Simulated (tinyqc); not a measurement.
Extended Hueckel theory, for CO, step by step. Computed by tinyqc, a small Python program that keeps every step (integrals from PySCF). Settings: charge = 0, K = 2.0, weighted = 1, multiplicity = 1. Command: `OMP_NUM_THREADS=1 python tinyqc.py 30924 30925 out.jsonl` (the two numbers bound the seeds that draw the settings). One thread of a shared host (Intel(R) Xeon(R) Processor @ 2.60GHz), about 0.01 s of CPU time with the checks.

## Overlaps

Geometry (angstrom):
```
atom       x       y       z
C     0.0000  0.0000  0.0000
O     0.0000  0.0000  1.1550
```

Parameters chosen for this run:
```
element  shell  Slater exponent  H_ii (eV)
O           2s           2.2750   -32.3000
O           2p           2.2750   -14.8000
C           2s           1.6250   -21.4000
C           2p           1.6250   -11.4000
```

Slater orbitals, each expanded in six Gaussians scaled to its exponent.

overlap S:
```
          1C 2s  1C 2px  1C 2py   1C 2pz   2O 2s  2O 2px  2O 2py   2O 2pz
1C 2s    1.0000  0.0000  0.0000   0.0000  0.4088  0.0000  0.0000  -0.3243
1C 2px   0.0000  1.0000  0.0000   0.0000  0.0000  0.2438  0.0000   0.0000
1C 2py   0.0000  0.0000  1.0000   0.0000  0.0000  0.0000  0.2438   0.0000
1C 2pz   0.0000  0.0000  0.0000   1.0000  0.4884  0.0000  0.0000  -0.3010
2O 2s    0.4088  0.0000  0.0000   0.4884  1.0000  0.0000  0.0000   0.0000
2O 2px   0.0000  0.2438  0.0000   0.0000  0.0000  1.0000  0.0000   0.0000
2O 2py   0.0000  0.0000  0.2438   0.0000  0.0000  0.0000  1.0000   0.0000
2O 2pz  -0.3243  0.0000  0.0000  -0.3010  0.0000  0.0000  0.0000   1.0000
```

## Wolfsberg-Helmholz matrix

diagonal H_ii (eV): 1C 2s -21.4000, 1C 2px -11.4000, 1C 2py -11.4000, 1C 2pz -11.4000, 2O 2s -32.3000, 2O 2px -14.8000, 2O 2py -14.8000, 2O 2pz -14.8000

K = 2.0000

H_ij = K' S_ij (H_ii + H_jj)/2 for i != j (the diagonal keeps H_ii), with K' = K + D^2 + D^4 (1 - K), D = (H_ii - H_jj)/(H_ii + H_jj), K = 2.

H (eV):
```
           1C 2s    1C 2px    1C 2py    1C 2pz     2O 2s    2O 2px    2O 2py    2O 2pz
1C 2s   -21.4000    0.0000    0.0000    0.0000  -22.3881    0.0000    0.0000   11.9284
1C 2px    0.0000  -11.4000    0.0000    0.0000    0.0000   -6.4407    0.0000    0.0000
1C 2py    0.0000    0.0000  -11.4000    0.0000    0.0000    0.0000   -6.4407    0.0000
1C 2pz    0.0000    0.0000    0.0000  -11.4000  -23.2270    0.0000    0.0000    7.9514
2O 2s   -22.3881    0.0000    0.0000  -23.2270  -32.3000    0.0000    0.0000    0.0000
2O 2px    0.0000   -6.4407    0.0000    0.0000    0.0000  -14.8000    0.0000    0.0000
2O 2py    0.0000    0.0000   -6.4407    0.0000    0.0000    0.0000  -14.8000    0.0000
2O 2pz   11.9284    0.0000    0.0000    7.9514    0.0000    0.0000    0.0000  -14.8000
```

## Orbitals

valence electrons = 10

Solve H C = S C e through S^(-1/2); fill by pairs from the bottom, a degenerate level sharing its electrons equally; each orbital has its largest coefficient positive (the first on a tie).

orbital energies (eV): -36.8578  -19.5090  -16.1299  -16.1299  -13.2217  -8.3868  -8.3868  59.2261

occupations: 2.0000  2.0000  2.0000  2.0000  2.0000  0.0000  0.0000  0.0000

coefficients:
```
           MO1      MO2     MO3      MO4      MO5      MO6      MO7      MO8
1C 2s   0.3484   0.6193  0.0000   0.0000   0.4310   0.0000   0.0000  -0.9937
1C 2px  0.0000   0.0000  0.2936   0.3105   0.0000   0.5954   0.7253   0.0000
1C 2py  0.0000   0.0000  0.3105  -0.2936   0.0000   0.7253  -0.5954   0.0000
1C 2pz  0.1538  -0.3672  0.0000   0.0000  -0.5544   0.0000   0.0000  -1.1638
2O 2s   0.7358  -0.3046  0.0000   0.0000   0.1036   0.0000   0.0000   1.1691
2O 2px  0.0000   0.0000  0.5536   0.5856   0.0000  -0.4081  -0.4972   0.0000
2O 2py  0.0000   0.0000  0.5856  -0.5536   0.0000  -0.4972   0.4081   0.0000
2O 2pz  0.0223  -0.5745  0.0000   0.0000   0.6916   0.0000   0.0000  -0.8232
```

sum of one-electron energies = -203.6967 eV

Within a degenerate level the vectors are fixed only up to a rotation; this is one choice.

## Mulliken analysis

P = C n C^T; charge = valence electrons (O 6, C 4) minus the sum of (P S)_ii on the atom; overlap population = 2 sum P_ij S_ij between two atoms.

charges: 1C 0.2310, 2O -0.2310

Overlap populations:
```
pair     value
2-1   1.451140
```
